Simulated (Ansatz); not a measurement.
## C5H9N, SMILES C=CC1(C)CN1: a ranking of conformers, step by step

Computed with Ansatz 0.2.0 through its Python package.

Run as a notebook:

**Cell 1**
```python
import ansatz
from rdkit import Chem
from rdkit.Chem import AllChem
```

**Cell 2**
```python
BASIS = "6-31G*"
XC = "B3LYP"
```

**Cell 3**
```python
rd = Chem.AddHs(Chem.MolFromSmiles("C=CC1(C)CN1"))
ids = list(AllChem.EmbedMultipleConfs(rd, numConfs=20, randomSeed=937, pruneRmsThresh=0.4))
field = [energy for _, energy in AllChem.MMFFOptimizeMoleculeConfs(rd)]
distinct = {round(e, 2): i for i, e in zip(ids, field)}
chosen = sorted(distinct.items())[:5]
found = []
for force_field, index in chosen:
    system = ansatz.Crystal.molecule()
    for atom, xyz in zip(rd.GetAtoms(), rd.GetConformer(index).GetPositions()):
        system = system.atom(atom.GetSymbol(), xyz.round(5).tolist())
    calculation = system.calculation().basis(gaussian=BASIS).functional(XC)
    found.append(calculation.run().report["free_energy_ev"])
print("conformer   MMFF (kcal/mol)   this level (kcal/mol)")
for (force_field, index), e in zip(chosen, found):
    print(f"{index:9d} {force_field - chosen[0][0]:17.2f} {23.060548 * (e - min(found)):17.3f}")
```
Output:
```text
conformer   MMFF (kcal/mol)   this level (kcal/mol)
        3              0.00             0.000
        2              0.52             0.919
```

Reading the output:
- The conformers keep their force-field geometries.
- b3lyp holds the VWN-RPA fit, as in Gaussian; the form of ORCA and Turbomole is b3lyp5.
- The whole script took 8.6 s on 1 thread of Arm Neoverse V1 (shared host), peak memory 0.33 GiB.
